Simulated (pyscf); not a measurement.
Single points on ωB97X-D3(BJ)/def2-SVP structures (PySCF, gas phase).

SMILES: [OH][La]([OH])[O][SiH3]
```xyz
10

O      2.8040    -0.1140    -0.5244
La     1.2263     1.3846    -0.6733
O      1.6202     3.4026     0.0536
O     -0.8726     0.6550    -0.4760
Si    -2.3994     0.1662    -0.1395
H      3.4929    -0.7566    -0.3504
H      1.8125     4.2428     0.4718
H     -3.4182     1.1572    -0.6170
H     -2.6116    -0.0097     1.3344
H     -2.7237    -1.1438    -0.7917
```

Problem. How much does it cost (ΔH, 298 K, ωB97M-D3(BJ)/def2-TZVP) to split HO–La(OH)–O–SiH₃ at its O–Si bond into [O–La(OH)–OH]• + SiH₃•?

Solution. O–Si to [O–La(OH)–OH]• + SiH₃•: 5.78 eV. The 7 functionals that were run give +5.52 (PBE) to +5.81 eV (ωB97X-D3(BJ)/def2-TZVP). The radicals are drawn with the spin at the cut bond; how far it spreads was not checked. Other isomers of [O–La(OH)–OH]• were not searched in full and may lie lower. Open-shell species with a d-block atom are single-reference here; other states, and whether the spin sits on metal or ligand, were not checked. Elements past Kr carry the def2 core potentials, without spin-orbit coupling.
